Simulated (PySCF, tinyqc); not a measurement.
Inside a calculation. Method: RHF in the sto-3g basis, for OH-, spin multiplicity 1. The basis has no diffuse functions, so it cannot describe the extra electron: this is an exercise in the method, not the real anion. The lowest restricted solution is unstable here: a spin-polarised one lies 0.0113 hartree lower (PySCF). Computed by tinyqc, a small Python program that keeps every step (integrals from PySCF). Settings: charge = -1, multiplicity = 1, basis = sto-3g, energy threshold = 1e-08, iteration cap = 67, orthogonalisation = symmetric, start = atomic densities, DIIS depth = 0, shift = 0.2, method = RHF. Command: `OMP_NUM_THREADS=1 python tinyqc.py 28867 28868 out.jsonl` (the two numbers bound the seeds that draw the settings). One thread of a shared host (Intel(R) Xeon(R) Processor @ 2.60GHz), about 0.08 s of CPU time with the checks. Later iterations appear only in the table of the cycle.

## One-electron integrals

Geometry (angstrom):

| atom | x | y | z |
|---|---|---|---|
| O | 0.00000 | 0.00000 | 0.00000 |
| H | 0.00000 | 0.00000 | 1.68000 |

Basis sto-3g: exponents (1/bohr^2) and contraction coefficients of normalised primitives:

| element | l (shell) | exponent | coefficient |
|---|---|---|---|
| O | s (1) | 130.70932 | 0.15433 |
| O | s (1) | 23.80886 | 0.53533 |
| O | s (1) | 6.44361 | 0.44463 |
| O | s (2) | 5.03315 | -0.09997 |
| O | s (2) | 1.16960 | 0.39951 |
| O | s (2) | 0.38039 | 0.70012 |
| O | p (3) | 5.03315 | 0.15592 |
| O | p (3) | 1.16960 | 0.60768 |
| O | p (3) | 0.38039 | 0.39196 |
| H | s (1) | 3.42525 | 0.15433 |
| H | s (1) | 0.62391 | 0.53533 |
| H | s (1) | 0.16886 | 0.44463 |

Overlap, kinetic and nuclear-attraction integrals over the contracted functions; the nuclear repulsion is the sum of Za Zb / Rab.

nuclear repulsion = 2.5198915 hartree

overlap S:
```
          1O 1s    1O 2s   1O 2px   1O 2py   1O 2pz    2H 1s
1O 1s   1.00000  0.23670  0.00000  0.00000  0.00000  0.01037
1O 2s   0.23670  1.00000  0.00000  0.00000  0.00000  0.14271
1O 2px  0.00000  0.00000  1.00000  0.00000  0.00000  0.00000
1O 2py  0.00000  0.00000  0.00000  1.00000  0.00000  0.00000
1O 2pz  0.00000  0.00000  0.00000  0.00000  1.00000  0.14764
2H 1s   0.01037  0.14271  0.00000  0.00000  0.14764  1.00000
```

kinetic energy T (hartree):
```
           1O 1s     1O 2s   1O 2px   1O 2py   1O 2pz     2H 1s
1O 1s   29.00320  -0.16801  0.00000  0.00000  0.00000  -0.00281
1O 2s   -0.16801   0.80813  0.00000  0.00000  0.00000  -0.01598
1O 2px   0.00000   0.00000  2.52873  0.00000  0.00000   0.00000
1O 2py   0.00000   0.00000  0.00000  2.52873  0.00000   0.00000
1O 2pz   0.00000   0.00000  0.00000  0.00000  2.52873   0.01001
2H 1s   -0.00281  -0.01598  0.00000  0.00000  0.01001   0.76003
```

nuclear attraction V (hartree):
```
            1O 1s     1O 2s    1O 2px    1O 2py    1O 2pz     2H 1s
1O 1s   -60.93344  -7.25764   0.00000   0.00000  -0.00504  -0.32532
1O 2s    -7.25764  -9.36689   0.00000   0.00000  -0.06358  -0.89197
1O 2px    0.00000   0.00000  -9.28516   0.00000   0.00000   0.00000
1O 2py    0.00000   0.00000   0.00000  -9.28516   0.00000   0.00000
1O 2pz   -0.00504  -0.06358   0.00000   0.00000  -9.31293  -0.78076
2H 1s    -0.32532  -0.89197   0.00000   0.00000  -0.78076  -3.74193
```

core Hamiltonian H = T + V (hartree):
```
            1O 1s     1O 2s    1O 2px    1O 2py    1O 2pz     2H 1s
1O 1s   -31.93024  -7.42565   0.00000   0.00000  -0.00504  -0.32813
1O 2s    -7.42565  -8.55876   0.00000   0.00000  -0.06358  -0.90795
1O 2px    0.00000   0.00000  -6.75643   0.00000   0.00000   0.00000
1O 2py    0.00000   0.00000   0.00000  -6.75643   0.00000   0.00000
1O 2pz   -0.00504  -0.06358   0.00000   0.00000  -6.78419  -0.77075
2H 1s    -0.32813  -0.90795   0.00000   0.00000  -0.77075  -2.98189
```

## Two-electron integrals

Functions are numbered as in S; the eight-fold symmetry (ij|kl) = (ji|kl) = (kl|ij) leaves the list below.

Two-electron integrals (ij|kl) in chemists' order, unique and non-zero (hartree):
```
(11|11) 4.78507   (21|11) 0.74138   (21|21) 0.13687   (22|11) 1.11895
(22|21) 0.25663   (22|22) 0.81721   (31|31) 0.02448   (32|31) 0.03781
(32|32) 0.18052   (33|11) 1.11581   (33|21) 0.25668   (33|22) 0.81702
(33|33) 0.88016   (41|41) 0.02448   (42|41) 0.03781   (42|42) 0.18052
(43|43) 0.04744   (44|11) 1.11581   (44|21) 0.25668   (44|22) 0.81702
(44|33) 0.78527   (44|44) 0.88016   (51|51) 0.02448   (52|51) 0.03781
(52|52) 0.18052   (53|53) 0.04744   (54|54) 0.04744   (55|11) 1.11581
(55|21) 0.25668   (55|22) 0.81702   (55|33) 0.78527   (55|44) 0.78527
(55|55) 0.88016   (61|11) 0.03284   (61|21) 0.00602   (61|22) 0.01123
(61|33) 0.01121   (61|44) 0.01121   (61|51) 0.00025   (61|52) 0.00048
(61|55) 0.01126   (61|61) 0.00027   (62|11) 0.10157   (62|21) 0.02368
(62|22) 0.08661   (62|33) 0.08513   (62|44) 0.08513   (62|51) 0.00173
(62|52) 0.01479   (62|55) 0.08949   (62|61) 0.00106   (62|62) 0.01285
(63|31) 0.00219   (63|32) 0.01378   (63|53) 0.00290   (63|63) 0.00162
(64|41) 0.00219   (64|42) 0.01378   (64|54) 0.00290   (64|64) 0.00162
(65|11) 0.08491   (65|21) 0.02002   (65|22) 0.07832   (65|33) 0.07519
(65|44) 0.07519   (65|51) 0.00334   (65|52) 0.02534   (65|55) 0.08447
(65|61) 0.00092   (65|62) 0.01416   (65|65) 0.01706   (66|11) 0.31439
(66|21) 0.07440   (66|22) 0.31304   (66|33) 0.30479   (66|44) 0.30479
(66|51) 0.00495   (66|52) 0.06098   (66|55) 0.32940   (66|61) 0.00333
(66|62) 0.06653   (66|65) 0.08498   (66|66) 0.77461
```

## Orthogonalisation

S = U s U^T; symmetric (Loewdin) form X = U s^(-1/2) U^T, so that X^T S X = 1.

eigenvalues of S: 0.71592  0.87394  1.00000  1.00000  1.11590  1.29423

X:
```
           1O 1s     1O 2s   1O 2px   1O 2py    1O 2pz     2H 1s
1O 1s    1.02206  -0.12376  0.00000  0.00000  -0.00107   0.00812
1O 2s   -0.12376   1.03024  0.00000  0.00000   0.00838  -0.07504
1O 2px   0.00000   0.00000  1.00000  0.00000   0.00000   0.00000
1O 2py   0.00000   0.00000  0.00000  1.00000   0.00000   0.00000
1O 2pz  -0.00107   0.00838  0.00000  0.00000   1.00844  -0.07585
2H 1s    0.00812  -0.07504  0.00000  0.00000  -0.07585   1.01647
```

## Starting guess

The start is atomic minimal-basis densities projected into this basis (PySCF's MINAO start) and scaled to the electron count of each spin; this density is not idempotent, so its energy is not variational and may lie below the converged one.

D at the start:
```
           1O 1s     1O 2s   1O 2px   1O 2py    1O 2pz     2H 1s
1O 1s    2.38903  -0.56144  0.00000  0.00000   0.00510  -0.01735
1O 2s   -0.56144   2.37263  0.00000  0.00000  -0.02493   0.07387
1O 2px   0.00000   0.00000  1.45595  0.00000   0.00000   0.00000
1O 2py   0.00000   0.00000  0.00000  1.45595   0.00000   0.00000
1O 2pz   0.00510  -0.02493  0.00000  0.00000   1.41754   0.13968
2H 1s   -0.01735   0.07387  0.00000  0.00000   0.13968   1.11273
```

## Iteration 1: building the Fock matrix

J_ij = sum D_kl (ij|kl), K_ij = sum D_kl (ik|jl); F = H + J - 0.5 K; E = tr D H + tr D J / 2 - 0.25 tr D K + E_nn.

Coulomb J (hartree):
```
           1O 1s    1O 2s   1O 2px   1O 2py   1O 2pz    2H 1s
1O 1s   18.47230  3.42935  0.00000  0.00000  0.00505  0.15104
1O 2s    3.42935  8.24382  0.00000  0.00000  0.06849  0.87541
1O 2px   0.00000  0.00000  8.22625  0.00000  0.00000  0.00000
1O 2py   0.00000  0.00000  0.00000  8.22625  0.00000  0.00000
1O 2pz   0.00505  0.06849  0.00000  0.00000  8.25322  0.80505
2H 1s    0.15104  0.87541  0.00000  0.00000  0.80505  3.65711
```

exchange K (hartree):
```
           1O 1s    1O 2s   1O 2px   1O 2py   1O 2pz    2H 1s
1O 1s   11.03004  1.84090  0.00000  0.00000  0.00158  0.08989
1O 2s    1.84090  2.78970  0.00000  0.00000  0.01494  0.38141
1O 2px   0.00000  0.00000  1.86670  0.00000  0.00000  0.00000
1O 2py   0.00000  0.00000  0.00000  1.86670  0.00000  0.00000
1O 2pz   0.00158  0.01494  0.00000  0.00000  1.87634  0.30827
2H 1s    0.08989  0.38141  0.00000  0.00000  0.30827  0.95354
```

Fock matrix F (hartree):
```
            1O 1s     1O 2s   1O 2px   1O 2py    1O 2pz     2H 1s
1O 1s   -18.97296  -4.91675  0.00000  0.00000  -0.00078  -0.22204
1O 2s    -4.91675  -1.70980  0.00000  0.00000  -0.00256  -0.22324
1O 2px    0.00000   0.00000  0.53647  0.00000   0.00000   0.00000
1O 2py    0.00000   0.00000  0.00000  0.53647   0.00000   0.00000
1O 2pz   -0.00078  -0.00256  0.00000  0.00000   0.53086  -0.11984
2H 1s    -0.22204  -0.22324  0.00000  0.00000  -0.11984   0.19845
```

total energy of this density = -78.7705548 hartree

This density is the starting one; it is not idempotent, so its energy is not variational and may lie below the converged one.

## Iteration 1: diagonalisation and new density

A level shift of 0.2 hartree raises the virtual space: F + shift (S - S D(s) S), with D(s) the density of one spin (D/2). Diagonalise F' = X^T F X, C = X C', fill 5 alpha and 5 beta electrons from the bottom; D = 2 C_occ C_occ^T. Each column has its largest component positive (the first on a tie).

F' = X^T F X (hartree):
```
           1         2        3        4         5         6
1  -18.63061  -2.62181  0.00000  0.00000  -0.00761   0.01069
2   -2.62181  -0.84434  0.00000  0.00000   0.02220  -0.19079
3    0.00000   0.00000  0.59088  0.00000   0.00000   0.00000
4    0.00000   0.00000  0.00000  0.59088   0.00000   0.00000
5   -0.00761   0.02220  0.00000  0.00000   0.61582  -0.21396
6    0.01069  -0.19079  0.00000  0.00000  -0.21396   0.33687
```

orbital energies (hartree): MO1 -19.00904, MO2 -0.50933, MO3 0.25376, MO4 0.59088, MO5 0.59088, MO6 0.74235

coefficients C:
```
             MO1       MO2       MO3      MO4       MO5       MO6
1O 1s    0.99391  -0.25995   0.06048  0.00000   0.00000  -0.03027
1O 2s    0.02463   0.99382  -0.27130  0.00000   0.00000   0.14331
1O 2px   0.00000   0.00000   0.00000  0.98714  -0.15985   0.00000
1O 2py   0.00000   0.00000   0.00000  0.15985   0.98714   0.00000
1O 2pz   0.00031   0.01417   0.44666  0.00000   0.00000   0.90723
2H 1s   -0.00183   0.15339   0.82758  0.00000   0.00000  -0.57985
```

D after iteration 1:
```
           1O 1s     1O 2s   1O 2px   1O 2py    1O 2pz     2H 1s
1O 1s    2.11816  -0.50053  0.00000  0.00000   0.04727   0.01672
1O 2s   -0.50053   2.12376  0.00000  0.00000  -0.21419  -0.14425
1O 2px   0.00000   0.00000  2.00000  0.00000   0.00000   0.00000
1O 2py   0.00000   0.00000  0.00000  2.00000   0.00000   0.00000
1O 2pz   0.04727  -0.21419  0.00000  0.00000   0.39942   0.74365
2H 1s    0.01672  -0.14425  0.00000  0.00000   0.74365   1.41686
```

Within a degenerate level the vectors are fixed only up to a rotation; this is one choice.

## Iteration 2: building the Fock matrix

As before.

Coulomb J (hartree):
```
           1O 1s    1O 2s   1O 2px   1O 2py    1O 2pz    2H 1s
1O 1s   17.22222  3.23620  0.00000  0.00000  -0.00239  0.14234
1O 2s    3.23620  7.97858  0.00000  0.00000   0.04608  0.85711
1O 2px   0.00000  0.00000  8.00568  0.00000   0.00000  0.00000
1O 2py   0.00000  0.00000  0.00000  8.00568   0.00000  0.00000
1O 2pz  -0.00239  0.04608  0.00000  0.00000   7.90122  0.79184
2H 1s    0.14234  0.85711  0.00000  0.00000   0.79184  3.78616
```

exchange K (hartree):
```
          1O 1s     1O 2s   1O 2px   1O 2py    1O 2pz    2H 1s
1O 1s   9.79186   1.65306  0.00000  0.00000   0.00146  0.07893
1O 2s   1.65306   2.57876  0.00000  0.00000  -0.10735  0.32989
1O 2px  0.00000   0.00000  2.27424  0.00000   0.00000  0.00000
1O 2py  0.00000   0.00000  0.00000  2.27424   0.00000  0.00000
1O 2pz  0.00146  -0.10735  0.00000  0.00000   1.08131  0.41960
2H 1s   0.07893   0.32989  0.00000  0.00000   0.41960  1.23895
```

Fock matrix F (hartree):
```
            1O 1s     1O 2s   1O 2px   1O 2py    1O 2pz     2H 1s
1O 1s   -19.60396  -5.01598  0.00000  0.00000  -0.00816  -0.22526
1O 2s    -5.01598  -1.86956  0.00000  0.00000   0.03618  -0.21579
1O 2px    0.00000   0.00000  0.11213  0.00000   0.00000   0.00000
1O 2py    0.00000   0.00000  0.00000  0.11213   0.00000   0.00000
1O 2pz   -0.00816   0.03618  0.00000  0.00000   0.57637  -0.18872
2H 1s    -0.22526  -0.21579  0.00000  0.00000  -0.18872   0.18479
```

total energy of this density = -73.9705133 hartree

## Iteration 2: diagonalisation and new density

As before.

F' = X^T F X (hartree):
```
           1         2        3        4         5         6
1  -19.24153  -2.62737  0.00000  0.00000  -0.02236   0.00718
2   -2.62737  -0.97262  0.00000  0.00000   0.08200  -0.15249
3    0.00000   0.00000  0.11213  0.00000   0.00000   0.00000
4    0.00000   0.00000  0.00000  0.11213   0.00000   0.00000
5   -0.02236   0.08200  0.00000  0.00000   0.76524  -0.34375
6    0.00718  -0.15249  0.00000  0.00000  -0.34375   0.29708
```

orbital energies (hartree): MO1 -19.61189, MO2 -0.62786, MO3 0.11213, MO4 0.11213, MO5 0.12723, MO6 0.96070

coefficients C:
```
             MO1       MO2       MO3      MO4       MO5       MO6
1O 1s    0.99479  -0.26079   0.00000  0.00000   0.03870  -0.02968
1O 2s    0.02121   1.01301   0.00000  0.00000  -0.19034   0.13983
1O 2px   0.00000   0.00000   0.98435  0.17625   0.00000   0.00000
1O 2py   0.00000   0.00000  -0.17625  0.98435   0.00000   0.00000
1O 2pz   0.00060  -0.02526   0.00000  0.00000   0.42063   0.91935
2H 1s   -0.00174   0.08393   0.00000  0.00000   0.85353  -0.55596
```

D after iteration 2:
```
           1O 1s     1O 2s   1O 2px   1O 2py    1O 2pz     2H 1s
1O 1s    2.11823  -0.50091  0.00000  0.00000   0.04692   0.01882
1O 2s   -0.50091   2.12573  0.00000  0.00000  -0.21128  -0.15496
1O 2px   0.00000   0.00000  2.00000  0.00000   0.00000   0.00000
1O 2py   0.00000   0.00000  0.00000  2.00000   0.00000   0.00000
1O 2pz   0.04692  -0.21128  0.00000  0.00000   0.35513   0.71379
2H 1s    0.01882  -0.15496  0.00000  0.00000   0.71379   1.47112
```

Within a degenerate level the vectors are fixed only up to a rotation; this is one choice.

## Iteration 7 (converged): orbitals

converged F (hartree):
```
            1O 1s     1O 2s   1O 2px   1O 2py    1O 2pz     2H 1s
1O 1s   -19.64972  -5.02549  0.00000  0.00000  -0.00788  -0.22557
1O 2s    -5.02549  -1.89423  0.00000  0.00000   0.03981  -0.21566
1O 2px    0.00000   0.00000  0.08497  0.00000   0.00000   0.00000
1O 2py    0.00000   0.00000  0.00000  0.08497   0.00000   0.00000
1O 2pz   -0.00788   0.03981  0.00000  0.00000   0.57034  -0.18269
2H 1s    -0.22557  -0.21566  0.00000  0.00000  -0.18269   0.19028
```

Diagonalise F' = X^T F X, C = X C', fill 5 alpha and 5 beta electrons from the bottom; D = 2 C_occ C_occ^T. Each column has its largest component positive (the first on a tie).

F' = X^T F X (hartree):
```
           1         2        3        4         5         6
1  -19.28734  -2.62832  0.00000  0.00000  -0.02015   0.00569
2   -2.62832  -0.99879  0.00000  0.00000   0.06883  -0.14174
3    0.00000   0.00000  0.08497  0.00000   0.00000   0.00000
4    0.00000   0.00000  0.00000  0.08497   0.00000   0.00000
5   -0.02015   0.06883  0.00000  0.00000   0.60991  -0.25178
6    0.00569  -0.14174  0.00000  0.00000  -0.25178   0.25185
```

orbital energies (hartree): MO1 -19.65759, MO2 -0.65146, MO3 0.08497, MO4 0.08497, MO5 0.13290, MO6 0.75177

coefficients C:
```
             MO1       MO2       MO3      MO4       MO5       MO6
1O 1s    0.99481  -0.26100   0.00000  0.00000   0.03671  -0.02954
1O 2s    0.02111   1.01451   0.00000  0.00000  -0.18274   0.13911
1O 2px   0.00000   0.00000   0.99799  0.06333   0.00000   0.00000
1O 2py   0.00000   0.00000  -0.06333  0.99799   0.00000   0.00000
1O 2pz   0.00058  -0.02928   0.00000  0.00000   0.41411   0.92219
2H 1s   -0.00174   0.07701   0.00000  0.00000   0.85799  -0.55007
```

D after iteration 7:
```
           1O 1s     1O 2s   1O 2px   1O 2py    1O 2pz     2H 1s
1O 1s    2.11825  -0.50099  0.00000  0.00000   0.04684   0.01932
1O 2s   -0.50099   2.12613  0.00000  0.00000  -0.21074  -0.15740
1O 2px   0.00000   0.00000  2.00000  0.00000   0.00000   0.00000
1O 2py   0.00000   0.00000  0.00000  2.00000   0.00000   0.00000
1O 2pz   0.04684  -0.21074  0.00000  0.00000   0.34468   0.70608
2H 1s    0.01932  -0.15740  0.00000  0.00000   0.70608   1.48415
```

Within a degenerate level the vectors are fixed only up to a rotation; this is one choice.

## Convergence

Stop when the energy changes by less than 1e-08 hartree and every element of the error matrix X^T (F D S - S D F) X is below 3e-05.

Course of the cycle:

| iteration | E (hartree) | change | largest element of the error matrix |
|---|---|---|---|
| 1 | -78.7705548 | - | 3.62e-01 |
| 2 | -73.9705133 | 4.80e+00 | 4.69e-02 |
| 3 | -73.9720790 | -1.57e-03 | 8.96e-03 |
| 4 | -73.9721377 | -5.88e-05 | 1.85e-03 |
| 5 | -73.9721402 | -2.51e-06 | 3.87e-04 |
| 6 | -73.9721403 | -1.10e-07 | 8.15e-05 |
| 7 | -73.9721403 | -4.91e-09 | 1.72e-05 |

PySCF RHF in the same basis = -73.9721403 hartree

Converged in 7 iterations.

## Populations, bond orders and dipole

Mulliken: Z minus the diagonal of D S on the atom; Loewdin: the same with S^(1/2) D S^(1/2); Mayer order: 2 sum_s sum (D(s) S)_ij (D(s) S)_ji over the two atoms.

Charges (e):

| atom | Mulliken | Loewdin |
|---|---|---|
| 1O | -0.43387 | -0.43937 |
| 2H | -0.56613 | -0.56063 |

Mayer bond orders:

| pair | order |
|---|---|
| 2-1 | 0.67950 |

dipole moment about the origin, x y z (debye): 0.00000  0.00000  -4.08602
